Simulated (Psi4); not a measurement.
# PBE0/aug-cc-pVTZ run of SiH2 (SMILES [SiH2])

What is the vertical electron affinity of SiH2 at PBE0/aug-cc-pVTZ? 

The results are computed with Psi4 1.11.

2 further runs of the same task are left out: 2 set aside as unsound or not needed.

### 1 The structure to begin with

The species is SiH2 (3 atoms), meant as a singlet with charge 0. As SMILES, `[SiH2]`. Geometry: relaxed at PBE0-D4/def2-TZVP.

Bond lengths: Si1–H2 1.525 Å, Si1–H3 1.525 Å. Angles: H2–Si1–H3 91.2°.

### 2 Energy and gradient at PBE0/aug-cc-pVTZ

h2si.xyz reads:

```xyz
3
H2Si
Si    -0.491200     0.468600    -0.213600
H      0.840300     0.578600     0.522500
H     -0.349100    -1.047200    -0.308900
```

run.py reads:

```python
import psi4

psi4.set_memory(1600000000)
psi4.set_num_threads(1)
psi4.core.set_output_file('psi4.out', False)

with open('h2si.xyz') as f:
    atoms = ''.join(f.readlines()[2:])
geom = psi4.geometry('0 1\n' + atoms + 'symmetry c1')

psi4.set_options({
    'basis': 'aug-cc-pVTZ',
    'puream': True,
    'e_convergence': 1e-09,
    'd_convergence': 1e-08,
    'scf_type': 'pk',
    'dft_radial_points': 99,
    'dft_spherical_points': 590,
})

E, wfn = psi4.gradient("PBE0", return_wfn=True)
psi4.oeprop(wfn, "MULLIKEN_CHARGES", "LOWDIN_CHARGES", "MAYER_INDICES")
print('gradient / Eh bohr^-1')
print(E.np.round(6))
print(f'energy = {wfn.energy():.10f} Eh')
for k, v in sorted(psi4.core.scalar_variables().items()):
    print(f'{k:45s} {v:18.10f}')
```

On the command line:

```sh
$ python run.py
```

psi4.out:

```text
[...]
  Running in c1 symmetry.
[...]
  Nuclear repulsion =    9.956246036569164
[...]
  Multiplicity = 1
[...]
  Nalpha       = 8
  Nbeta        = 8
[...]
    Number of basis functions: 96
[...]
   @RKS iter   1:  -290.46455942085538   -3.79754e-01   2.49848e-03 DIIS/ADIIS
[...]
   @RKS iter   8:  -290.49003070140691   -6.13909e-12   3.05114e-09 DIIS
[...]
    Orbital Energies [Eh]
    ---------------------
    Doubly Occupied:
       1A    -66.292513     2A     -5.355269     3A     -3.695012
       4A     -3.686140     5A     -3.683568     6A     -0.522893
       7A     -0.338802     8A     -0.253090
[...]
  @RKS Final Energy:  -290.49003070140691
   => Energetics <=
    Nuclear Repulsion Energy =              9.9562460365691638
    One-Electron Energy =                -421.7653765109200208
    Two-Electron Energy =                 137.5098940565540886
    DFT Exchange-Correlation Energy =     -16.1907942836101526
    Empirical Dispersion Energy =           0.0000000000000000
    VV10 Nonlocal Energy =                  0.0000000000000000
    Total Energy =                       -290.4900307014069654
[...]
 Multipole Moments:
 ------------------------------------------------------------------------------------
     Multipole            Electronic (a.u.)      Nuclear  (a.u.)        Total (a.u.)
 ------------------------------------------------------------------------------------
 L = 1.  Multiply by 2.5417464519 to convert [e a0] to [Debye]
 Dipole X            :         -1.3415137            1.3986185            0.0571048
 Dipole Y            :          1.1840488           -1.2344223           -0.0503734
 Dipole Z            :          0.0000000            0.0000000            0.0000000
 Magnitude           :                                                    0.0761475
[...]
  -Total Gradient:
     Atom            X                  Y                   Z
    ------   -----------------  -----------------  -----------------
       1        0.000874206239    -0.000763365630    -0.000000000000
       2       -0.000930990986    -0.000173164870     0.000000000000
       3        0.000056588007     0.000936704870    -0.000000000000
[...]
  Mulliken Charges: (a.u.)
   Center  Symbol    Alpha    Beta     Spin     Total
       1    SI     6.86871  6.86871  0.00000  0.26258
       2     H     0.56564  0.56564  0.00000 -0.13129
       3     H     0.56565  0.56565  0.00000 -0.13130
   Total alpha =  8.00000, Total beta =  8.00000, Total charge = -0.00000
  Lowdin Charges: (a.u.)
   Center  Symbol    Alpha    Beta     Spin     Total
       1    SI     6.53424  6.53424  0.00000  0.93151
       2     H     0.73288  0.73288  0.00000 -0.46577
       3     H     0.73287  0.73287  0.00000 -0.46574
[...]
```

The script printed:

```text
gradient / Eh bohr^-1
[[ 8.74e-04 -7.63e-04 -0.00e+00]
 [-9.31e-04 -1.73e-04  0.00e+00]
 [ 5.70e-05  9.37e-04 -0.00e+00]]
energy = -290.4900307014 Eh
CURRENT ENERGY                                   -290.4900307014
CURRENT REFERENCE ENERGY                         -290.4900307014
DD SOLVATION ENERGY                                 0.0000000000
DFT FUNCTIONAL TOTAL ENERGY                      -290.4900307014
DFT TOTAL ENERGY                                 -290.4900307014
DFT VV10 ENERGY                                     0.0000000000
DFT XC ENERGY                                     -16.1907942836
GRID ELECTRONS ALPHA                                8.0000001252
GRID ELECTRONS BETA                                 8.0000001252
GRID ELECTRONS TOTAL                               16.0000002505
NUCLEAR REPULSION ENERGY                            9.9562460366
ONE-ELECTRON ENERGY                              -421.7653765109
PCM POLARIZATION ENERGY                             0.0000000000
PE ENERGY                                           0.0000000000
SCF ITERATION ENERGY                             -290.4900307014
SCF ITERATIONS                                      8.0000000000
SCF TOTAL ENERGY                                 -290.4900307014
TWO-ELECTRON ENERGY                               137.5098940566
XC GRID RADIAL POINTS                              99.0000000000
XC GRID SPHERICAL POINTS                          590.0000000000
XC GRID TOTAL POINTS                           171163.0000000000
```

It took 15 s on 1 thread of Intel Xeon 6975P-C (Granite Rapids), shared host; peak memory 1 GiB.

### 3 The doublet anion: the energy at UPBE0/aug-cc-pVTZ

calc.in reads:

```
memory 1600 MB

molecule geom {
  -1 2
  Si
  H 1 R2
  H 1 R3 2 A3

  R2 = 1.525397
  R3 = 1.525426
  A3 = 91.17418
  symmetry c1
  no_reorient
  no_com
}

set {
  basis                aug-cc-pVTZ
  reference            uks
  puream               true
  e_convergence        1e-09
  d_convergence        1e-08
  scf_type             pk
  dft_radial_points    99
  dft_spherical_points 590
  maxiter              200
}

energy('pbe0')
print_variables()
```

On the command line:

```sh
$ psi4 -i calc.in -o calc.out -n 1
```

calc.out:

```text
[...]
  Running in c1 symmetry.
[...]
  Nuclear repulsion =    9.956245088352896
[...]
  Multiplicity = 2
[...]
  Nalpha       = 9
  Nbeta        = 8
[...]
    Number of basis functions: 96
[...]
   @UKS iter   1:  -290.41946935968241   -3.34664e-01   4.03650e-03 DIIS/ADIIS
[...]
   @UKS iter  11:  -290.53507918964277   -4.43379e-12   3.14854e-09 DIIS
[...]
   @S^2 Observed:                7.580731700E-01
[...]
    Orbital Energies [Eh]
    ---------------------
    Alpha Occupied:
       1A    -66.025410     2A     -5.090313     3A     -3.428491
       4A     -3.423127     5A     -3.420941     6A     -0.293800
       7A     -0.113208     8A     -0.029087     9A      0.024845
    Alpha Virtual:
      10A      0.116549    11A      0.145269    12A      0.149990
      13A      0.152187    14A      0.161087    15A      0.223414
      16A      0.237602    17A      0.239738    18A      0.241607
      19A      0.242216    20A      0.243486    21A      0.340514
      22A      0.347983    23A      0.361689    24A      0.362253
      25A      0.402488    26A      0.403337    27A      0.415418
[...]
  @UKS Final Energy:  -290.53507918964277
   => Energetics <=
    Nuclear Repulsion Energy =              9.9562450883528957
    One-Electron Energy =                -425.8396198899762339
    Two-Electron Energy =                 141.6837802665314996
    DFT Exchange-Correlation Energy =     -16.3354846545508892
    Empirical Dispersion Energy =           0.0000000000000000
    VV10 Nonlocal Energy =                  0.0000000000000000
    Total Energy =                       -290.5350791896427154
[...]
 Multipole Moments:
 ------------------------------------------------------------------------------------
     Multipole            Electronic (a.u.)      Nuclear  (a.u.)        Total (a.u.)
 ------------------------------------------------------------------------------------
 L = 1.  Multiply by 2.5417464519 to convert [e a0] to [Debye]
 Dipole X            :          1.2867665           -1.3325372           -0.0457707
 Dipole Y            :          1.2605994           -1.3054798           -0.0448803
 Dipole Z            :          0.0000000            0.0000000            0.0000000
 Magnitude           :                                                    0.0641030
[...]
```

Wall time 14 s (1 thread of Intel Xeon 6975P-C (Granite Rapids), shared host); peak memory 1 GiB.

### 4 Results

Level: PBE0/aug-cc-pVTZ.

| quantity | value |
| --- | --- |
| singlet SiH2: total energy | -290.49003 Eh |
| singlet SiH2: dipole moment | 0.19 D |
| singlet SiH2: HOMO energy | -6.89 eV |
| singlet SiH2: LUMO energy | -3.14 eV |
| singlet SiH2: HOMO–LUMO gap | 3.75 eV |
| singlet SiH2: largest force on an atom | 0.060 eV/Å |
| doublet anion: total energy | -290.53508 Eh |
| doublet anion: HOMO energy (highest over α and β) | 0.68 eV |
| doublet anion: LUMO energy (lowest over α and β) | 3.17 eV |
| doublet anion: ⟨S²⟩ | 0.758 |
| vertical electron affinity (to the doublet anion) | 1.226 eV |

At fixed nuclei the extra electron is bound by 1.23 eV (118 kJ/mol). Mulliken charges (singlet SiH2) run from -0.13 on H3 to +0.26 on Si1; in a basis this large or diffuse they mean little. The HOMO (doublet anion) lies at positive energy, 0.68 eV; only total energies tell whether the electron is bound.
